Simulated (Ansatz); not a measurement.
For cubic perovskite BaTiO3 (cubic high-temperature phase), LDA (Ansatz, an electronic-structure program, plane waves, PAW) gives:

| Quantity | Value |
|---|---|
| lattice parameter a | 3.935 Å |
| bulk modulus B0 | 195 GPa |
| cohesive energy | 7.54 eV/atom |
| band gap at the measured cell | 1.73 eV |
| high-frequency dielectric constant | 6.72 |
| elastic constant C11 | 349 GPa |
| elastic constant C44 | 132 GPa |
| Voigt–Reuss–Hill shear modulus | 125 GPa |

Question: What does r²SCAN (plane waves, PAW; Ansatz) give for the same quantities?

Answer: 
- lattice constant a: 3.994 Å (goes up by 1.5 %)
- bulk modulus: 181 GPa (decreases by 7.2 %)
- cohesive energy: 6.45 eV/atom (shrinks by 1.09 eV/atom)
- band gap at the measured cell: 2.16 eV (goes up by 0.43 eV)
- high-frequency dielectric constant: 6.04 (decreases by 10 %)
- elastic constant C11: 315 GPa (falls by 9.7 %)
- elastic constant C44: 133 GPa (hardly moves)
- Voigt–Reuss–Hill shear modulus: 119 GPa (drops by 4.8 %)

For comparison: bulk modulus 162 GPa (measured, temperature not stated, not corrected to a static lattice, sources range from 162 to 173; as tabulated in Matsushita et al. (2011), arXiv:1104.2769); cohesive energy 6.32 eV/atom (measured, temperature not stated, not stated; as tabulated in Evaestov et al. (2010), arXiv:1010.1170); band gap 3.2 eV (measured, temperature not stated, no zero-point or thermal correction; as tabulated in Matsushita et al. (2011), arXiv:1104.2769); high-frequency dielectric constant 5.4 (measured, temperature not stated, not corrected to a static lattice; as tabulated in Ghosez et al. (1997), arXiv:cond-mat/9706294).

Changes are worked out from the printed values.

Unless a cell is named, each level is at its own relaxed cell (LDA 12.18, r²SCAN 12.74 Å³/atom).

Levels without +SOC have no spin–orbit coupling; where heavier elements are present it shifts gaps, mostly down, and can invert bands. Density-functional gaps are differences of (generalised) Kohn–Sham levels.

Caveats: the relaxation could not lower the start's symmetry, so the cell can be a saddle point above a distorted one (LDA, r²SCAN). Ansatz's density-functional and Hartree–Fock values are scalar-relativistic unless marked +SOC, with PAW data made under PBE.
